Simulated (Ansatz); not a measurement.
CCl4, singlet: the ladder up to RCCSDT(Q)

Geometry: MP2(full)/6-31G*, from the G2/97 set.

```csv
atom,x (Å),y (Å),z (Å)
C,0.0000,0.0000,0.0000
Cl,1.0213,1.0213,1.0213
Cl,-1.0213,-1.0213,1.0213
Cl,-1.0213,1.0213,-1.0213
Cl,1.0213,-1.0213,-1.0213
```

Basis 6-31G; Ansatz 0.2.0. Only valence electrons are correlated (noble-gas cores frozen), which leaves 32 electrons in 40 orbitals. Prefix R: restricted or restricted open-shell reference. Active spaces: frontier = (8e, 8o) about the gap.

Full CI isn't at hand for all of this; RCCSDT(Q) serves as the reference, and is uncertain by about the last step of the cluster series.

The UHF ⟨S²⟩ is 0.000 and the T1 diagnostic (RCCSD) is 0.0091. The largest doubles amplitude (RCCSD) is 0.046.

From what is known of these methods and the diagnostics, rank them by the size of their error in total energy against RCCSDT(Q) in 6-31G, smallest first (an estimate: the text doesn't fix the numbers).
A. RHF
B. CISD
C. RCCSDT
D. RCCSD
E. NEVPT2 (frontier space)

C (11 meV), D (260 meV), E (819 meV), B (1120 meV), A (8262 meV).

All errors are against RCCSDT(Q) in 6-31G. Within each family the higher level lies nearer, as is usual though not guaranteed.

Atomization energy (electronic, same basis, no zero-point term; atoms at the same level, unrestricted beside the R rows where the molecule is a closed shell, with restricted open-shell steps beyond CCSDT(Q)) at RCCSDT(Q): 821.0 kJ/mol. Errors of other levels:

```json
{"level": "RHF", "error (kJ/mol)": "-374.1"}
{"level": "RMP2", "error (kJ/mol)": "6.6"}
{"level": "CISD", "error (kJ/mol)": "-98.8"}
{"level": "RCCSD", "error (kJ/mol)": "-20.4"}
{"level": "RCCSD(T)", "error (kJ/mol)": "-1.9"}
{"level": "BCCD(T)", "error (kJ/mol)": "-1.3"}
{"level": "RCCSDT", "error (kJ/mol)": "-1.3"}
```

This basis is far from its limit, so the value isn't to be set against a measured one. Truncated CI isn't size-consistent, which counts against it in atomization.
